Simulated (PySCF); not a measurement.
Species: C4H5FO.
SMILES with atom numbers: `[O:1]=[CH:2][CH2:3]/[CH:4]=[CH:5]/[F:6]` (hydrogens: H7 on C2; H8, H9 on C3; H10 on C4; H11 on C5)

Method: HF/def2-SVP geometry optimisation, gas phase (PySCF); density fitting; the optimiser is geomeTRIC in internal coordinates, started from a GFN2-xTB structure.

The end geometry, which sets the zero of energy:
```
atom  x, y, z in Å
O1     -2.6408    0.9816    0.2746
C2     -1.5320    0.8795   -0.1197
C3     -0.7289   -0.4018   -0.0766
C4      0.6394   -0.2003    0.5136
C5      1.7545   -0.3623   -0.1642
F6      2.9410   -0.1742    0.3775
H7     -1.0075    1.7435   -0.5670
H8     -1.3032   -1.1361    0.4892
H9     -0.6451   -0.7644   -1.1056
H10     0.7128    0.0958    1.5545
H11     1.8168   -0.6613   -1.2022
```

Question: These geometries come from the run, each turned onto the end geometry. Order them by energy, lowest first.
A.
```
atom  x, y, z in Å
O1     -2.6453    1.0931    0.1880
C2     -1.5329    0.8603   -0.1352
C3     -0.7388   -0.4266   -0.0432
C4      0.6433   -0.2429    0.5198
C5      1.7520   -0.3192   -0.1843
F6      2.9285   -0.1298    0.3758
H7     -0.9459    1.6844   -0.5786
H8     -1.3240   -1.1248    0.5549
H9     -0.6801   -0.8321   -1.0584
H10     0.7361   -0.0275    1.5785
H11     1.8140   -0.5345   -1.2430
```
B.
```
atom  x, y, z in Å
O1     -2.6295    1.0133    0.1975
C2     -1.5081    0.8799   -0.1485
C3     -0.7362   -0.4179   -0.0481
C4      0.6361   -0.2346    0.5380
C5      1.7404   -0.3233   -0.1706
F6      2.9409   -0.1422    0.3423
H7     -0.9446    1.7248   -0.5845
H8     -1.3313   -1.1146    0.5424
H9     -0.6647   -0.8237   -1.0622
H10     0.7226   -0.0101    1.5955
H11     1.7815   -0.5512   -1.2275
```
C.
```
atom  x, y, z in Å
O1     -2.6530    1.0246    0.1774
C2     -1.5259    0.8778   -0.1441
C3     -0.7311   -0.4078   -0.0371
C4      0.6487   -0.2396    0.5356
C5      1.7503   -0.3206   -0.1787
F6      2.9422   -0.1658    0.3573
H7     -0.9726    1.7180   -0.6007
H8     -1.3280   -1.0994    0.5576
H9     -0.6605   -0.8164   -1.0503
H10     0.7448   -0.0360    1.5965
H11     1.7920   -0.5345   -1.2392
```

Answer: B (0.004 eV), C (0.015 eV), A (0.065 eV).

In the order of the answer:

```tsv
step	E above end (eV)	largest force (eV/Å)	rms force component (eV/Å)	rms distance from end (Å)	rms bond change (Å)	bond most changed (Å)
5	0.004	0.13	0.041	0.072	0.000	C2–C3 0.000
3	0.015	0.48	0.127	0.081	0.001	C2–C3 +0.002
2	0.065	1.36	0.324	0.087	0.001	C2–C3 +0.002
```

What follows is the cost of the whole optimisation. The run took 31 s wall on one thread, Arm Neoverse N1 (aarch64), shared host with 64 logical CPUs at a one-minute load of 57, and the process peaked at 0.44 GiB of memory.
